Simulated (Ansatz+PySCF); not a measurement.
A calculation with Ansatz (development build ahead of 0.2.0).

```yaml
crystal:
  periodic: [false, false, false]
  atoms:
    - { symbol: Na, position_ang: [0.0, 0.0, 0.0] }
    - { symbol: H, position_ang: [2.68179, 0.0, 1.54833] }
    - { symbol: H, position_ang: [-2.17938, 0.0, 1.25827] }
basis:
  gaussian: { orbitals: STO-3G }
magnetization:
  initial_magnetization: 3
hamiltonian:
  xc: hf
correlation:
  method: ccsd_t
  frozen_orbitals: { H: 0, Na: 1 }
scf:
  omitted_lower_state_checks: [stability, starts, atomic_configurations, cluster_reference, orbital_swaps, given_window_search, neighbouring_geometries, increment]
```

The input is written out in the form of the current development build from the run's settings. Correlation on restricted open-shell orbitals is semicanonical, with singles.

The run gave:

```json
{"Converged": "yes", "Reference energy": "-160.59378 hartree", "CCSD correlation energy": "-0.04159 hartree", "Triples correction": "-0.00178 hartree", "Total energy": "-160.63715 hartree", "Spin squared of the determinant": "3.750", "T1 diagnostic": "0.006", "Largest doubles amplitude": "0.03", "Occupied orbitals by symmetry in an Abelian subgroup (alpha; beta)": "7 A' 1 A''; 4 A' 1 A''"}
```
